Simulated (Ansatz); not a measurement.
PCO, doublet: the ladder up to UCCSDT(Q)

Geometry: displaced at random from a stationary point.

```xyz
3

O    -0.0154   -0.0090    1.3447
C    -0.0163   -0.0252    0.1769
P     0.0317    0.0342   -1.5216
```

Basis cc-pVDZ; Ansatz 0.2.0. Only valence electrons are correlated (noble-gas cores frozen), which leaves 15 electrons in 39 orbitals. Prefix R: restricted or restricted open-shell reference; prefix U: unrestricted.

Full CI isn't at hand for all of this; UCCSDT(Q) serves as the reference, and is uncertain by about the last step of the cluster series. The frozen core follows each run's orbitals, which can shift R against U totals by a few meV.

For open shells CISD is restricted-active-space CI with the open shells as a complete middle space.

```
UHF ⟨S²⟩                          : 0.799
T1 diagnostic (RCCSD)             : 0.0263
largest doubles amplitude (RCCSD) : 0.096
T1 diagnostic (UCCSD)             : 0.0249
```

```
   level  E − E(RHF) (eV)
     UHF          -0.1461
    RMP2         -11.0059
    UMP2         -10.9250
   RCCSD         -11.3417
   UCCSD         -11.3505
RCCSD(T)         -11.8691
UCCSD(T)         -11.8642
```

Task: Estimate how far UCCSDT(Q) in cc-pVDZ lies from RCCSD(T). The table doesn't fix it; the size of (T) and the diagnostics are the guide.

Result: UCCSDT(Q) in cc-pVDZ lies 3.19 mEh below RCCSD(T), which is 16 % of the (T) step (-19.38 mEh). The diagnostics are small and the rest is a small part of (T), but (T) is large here. The miss exceeds 1 kcal/mol.

The other levels:

```csv
level,E − E(UCCSDT(Q)) (mEh),share of correlation (%),wall time
CISD,67.79,84.57,6.5 s
BCCD(T),3.03,99.31,9 s
RCCSDT,2.14,99.51,–
UCCSDT,2.12,99.52,–
RCCSDT(Q),0.28,99.94,73 s
```

The correlation energy at UCCSDT(Q), counted from RHF, is -11.956 eV. That run took 61 s on 1 thread of Arm Neoverse V1, shared host.

Times hold each run's SCF and search for its determinant on a shared host, so for small cases they say little of a method's own cost; they ran on 1 thread of Arm Neoverse V1. Some runs computed forces too.
